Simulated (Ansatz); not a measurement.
Geometry optimisation, UKS PBE0/6-31G* (Ansatz).

input.yaml

```yaml
crystal:
  periodic: [false, false, false]
  atoms:
    - { symbol: C, position_ang: [-0.503, 0.6666, -0.4003] }
    - { symbol: Si, position_ang: [0.428, -0.6613, 0.3874] }
    - { symbol: O, position_ang: [2.0033, -0.6405, -0.2337] }
    - { symbol: H, position_ang: [-0.497, 0.57, -1.5144] }
    - { symbol: H, position_ang: [-1.5865, 0.6931, -0.0361] }
    - { symbol: H, position_ang: [-0.0793, 1.7044, -0.1835] }
    - { symbol: H, position_ang: [0.4836, -0.4536, 1.8483] }
    - { symbol: H, position_ang: [-0.1569, -1.9358, 0.0764] }
magnetization:
  spin_polarized: true
  initial_magnetization: 1
basis:
  gaussian: { orbitals: "6-31G*" }
hamiltonian:
  xc: pbe0
relax:
  f_tol: 0.02
  max_steps: 50
```

Run as:

```bash
$ ansatz run input.yaml --threads 1 --pin off --max-ram 2048MiB --backend cpu --events-out ev --progress --plain --runs-dir out
```

**Question.** Where does it end, and by what steps?

**Answer.** It converged. After 9 steps the energy has fallen by 0.210 eV; O3 moved furthest, 0.14 Å.

```json
{"step": "0", "energy less start (eV)": "0.0000", "largest force component (eV/Å)": "2.588", "accepted": "yes"}
{"step": "1", "energy less start (eV)": "-0.1610", "largest force component (eV/Å)": "1.045", "accepted": "yes"}
{"step": "2", "energy less start (eV)": "-0.1896", "largest force component (eV/Å)": "0.201", "accepted": "yes"}
{"step": "3", "energy less start (eV)": "-0.1942", "largest force component (eV/Å)": "0.148", "accepted": "yes"}
{"step": "4", "energy less start (eV)": "-0.1387", "largest force component (eV/Å)": "0.877", "accepted": "no"}
{"step": "5", "energy less start (eV)": "-0.2014", "largest force component (eV/Å)": "0.219", "accepted": "yes"}
{"step": "6", "energy less start (eV)": "-0.2056", "largest force component (eV/Å)": "0.137", "accepted": "yes"}
{"step": "7", "energy less start (eV)": "-0.2089", "largest force component (eV/Å)": "0.093", "accepted": "yes"}
{"step": "8", "energy less start (eV)": "-0.2095", "largest force component (eV/Å)": "0.036", "accepted": "yes"}
{"step": "9", "energy less start (eV)": "-0.2096", "largest force component (eV/Å)": "0.004", "accepted": "yes"}
```

```xyz
8
Properties=species:S:1:pos:R:3
C -0.538 0.733 -0.420
Si 0.465 -0.620 0.393
O 2.030 -0.765 -0.186
H -0.587 0.588 -1.504
H -1.561 0.732 -0.026
H -0.108 1.721 -0.226
H 0.449 -0.466 1.877
H -0.057 -1.978 0.037
```

Whether the end is a true minimum wasn't checked by a vibrational analysis.

The run took 53 s on 1 thread of Arm Neoverse V2, with other jobs on the host, peak memory 0.15 GiB.
